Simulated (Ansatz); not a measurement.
## Tetragonal perovskite BaTiO3 (room-temperature form, which distorts further on cooling)

Level of theory: PBE (PAW; Ansatz, a quantum-chemistry and plane-wave program).

Numerical settings: plane-wave cutoff 520 eV, 8×8×8 k mesh, Fermi–Dirac smearing 0.01 eV, no spin polarisation, scalar-relativistic PAW data made under PBE.

Cell (relaxed at this level):

```cif
data_BaO3Ti
_chemical_formula_sum 'Ba1 Ti1 O3'
_space_group_name_H-M_alt 'P 1'
_space_group_IT_number 1
_cell_length_a 3.98521
_cell_length_b 3.98521
_cell_length_c 4.20214
_cell_angle_alpha 90.000
_cell_angle_beta 90.000
_cell_angle_gamma 90.000
loop_
_space_group_symop_operation_xyz
  'x, y, z'
loop_
_atom_site_label
_atom_site_type_symbol
_atom_site_fract_x
_atom_site_fract_y
_atom_site_fract_z
_atom_site_occupancy
Ba1 Ba 0.00000 0.00000 0.01211 1
Ti1 Ti 0.50000 0.50000 0.52932 1
O1 O 0.50000 0.50000 0.96052 1
O2 O 0.00000 0.50000 0.48102 1
O3 O 0.50000 0.00000 0.48102 1
```

For tetragonal perovskite BaTiO3 (room-temperature form, which distorts further on cooling), the bulk modulus comes out as 84.2 GPa, the band gap is 1.84 eV and the smallest direct gap on the k points sampled is 2.39 eV.

Note: the relaxation could not lower the start's symmetry, so the cell can be a saddle point above a distorted one; the bulk modulus comes from volumes at which shape and atoms were relaxed.

Spin–orbit coupling is not included.

The computed numbers hold no vibrational or temperature effects.

The result took about 9 core-minutes (a rough figure).
